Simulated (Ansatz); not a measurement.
System: PdS (P4₂/m, No. 84). Method: rVV10 (PAW; Ansatz, a first-principles code).

Numerical settings: plane-wave cutoff 520 eV, 10×10×8 k mesh (along the axes of the cell as run), Fermi–Dirac smearing 0.05 eV, scalar-relativistic PAW data made under PBE.

Cell (relaxed at this level):

```
CELL_PARAMETERS angstrom
      6.56638     0.00000     0.00000
      0.00000     6.56638     0.00000
      0.00000     0.00000     6.72841
ATOMIC_POSITIONS crystal
  Pd 0.00000 0.50000 0.00000
  Pd 0.50000 0.00000 0.50000
  Pd 0.00000 0.00000 0.25000
  Pd 0.00000 0.00000 0.75000
  Pd 0.46939 0.25811 0.00000
  Pd 0.53061 0.74189 0.00000
  Pd 0.74189 0.46939 0.50000
  Pd 0.25811 0.53061 0.50000
  S  0.19344 0.30756 0.22852
  S  0.80656 0.69244 0.22852
  S  0.69244 0.19344 0.72852
  S  0.30756 0.80656 0.72852
  S  0.80656 0.69244 0.77148
  S  0.19344 0.30756 0.77148
  S  0.30756 0.80656 0.27148
  S  0.69244 0.19344 0.27148
```

Question: Predict the bulk modulus, band gap, smallest direct gap on the k points sampled and pressure derivative B′ of the bulk modulus.

Answer: 
- bulk modulus = 109 GPa
- band gap = 0.01 eV (under three smearing widths, so not firm)
- smallest direct gap on the k points sampled = 0.12 eV (under three smearing widths, so not firm)
- pressure derivative B′ of the bulk modulus = 5.1

Note: the run has no spin polarisation, so it can have missed a magnetic state; the volume lies 6 % above that of the published cell; the bulk modulus comes from volumes at which shape and atoms were relaxed.

Spin–orbit coupling is not included; it can close the smallest gap of 0.01 eV.

The computed numbers hold no vibrational or temperature effects.

The result took roughly 110 core-minutes.
